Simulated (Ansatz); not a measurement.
Basis sets compared for (H3Si)2CH2 (CH₈Si₂). Charge 0, multiplicity 1. Geometry PBE-D4/def2-SVP. Ansatz on 4 threads of AMD EPYC 7B13 on a shared host; times are rough, and most runs start from earlier orbitals.

| atom | x (Å) | y (Å) | z (Å) |
| --- | --- | --- | --- |
| Si1 | 0.642 | -0.357 | -1.434 |
| H2 | 0.098 | -0.682 | -2.800 |
| H3 | 1.476 | -1.520 | -0.964 |
| H4 | 1.535 | 0.850 | -1.550 |
| C5 | -0.756 | -0.017 | -0.203 |
| Si6 | -0.178 | 0.367 | 1.559 |
| H7 | 0.581 | -0.805 | 2.121 |
| H8 | 0.735 | 1.565 | 1.556 |
| H9 | -1.345 | 0.660 | 2.464 |
| H10 | -1.430 | -0.900 | -0.172 |
| H11 | -1.359 | 0.839 | -0.577 |

B3LYP takes the VWN-RPA correlation.

Binding counts from free atoms (Si triplet, H doublet, C triplet) in the same basis, without a counterpoise term.

| level | functions | energy (Eh) | HOMO (eV) | LUMO (eV) | binding per atom (eV) | wall time |
| --- | --- | --- | --- | --- | --- | --- |
| PBE-D4/def2-SVP | 90 | -621.3110 | -7.51 | -0.15 | 3.27 | 0.55 s |
| PBE-D4/def2-TZVP (with forces) | 153 | -621.5610 | -7.54 | -0.59 | 3.27 | 1.2 s |
| r2SCAN-D4/def2-TZVP | 153 | -621.8469 | -7.83 | -0.13 | 3.30 | 1.7 s |
| B3LYP-D4/6-31G | 51 | -621.8410 | -8.49 | 0.59 | 3.11 | 0.5 s |
| B3LYP-D4/def2-TZVP | 153 | -621.9956 | -8.57 | -0.02 | 3.30 | 1.1 s |
| PBE0-D4/def2-SVP | 90 | -621.3875 | -8.79 | 0.67 | 3.27 | 0.6 s |
| PBE0-D4/def2-TZVP | 153 | -621.6338 | -8.78 | 0.20 | 3.27 | 1.2 s |

**Question.** Estimate the rows for PBE-D4/def2-TZVPD, r2SCAN-D4/def2-TZVPD, PBE0-D4/def2-TZVPD.

**Answer.** 
| level | functions | energy (Eh) | HOMO (eV) | LUMO (eV) | binding per atom (eV) | wall time |
| --- | --- | --- | --- | --- | --- | --- |
| PBE-D4/def2-TZVPD | 195 | -621.5616 | -7.55 | -0.82 | 3.27 | 1.4 s |
| r2SCAN-D4/def2-TZVPD | 195 | -621.8473 | -7.82 | -0.30 | 3.30 | 2.4 s |
| PBE0-D4/def2-TZVPD | 195 | -621.6342 | -8.78 | -0.09 | 3.27 | 1.8 s |
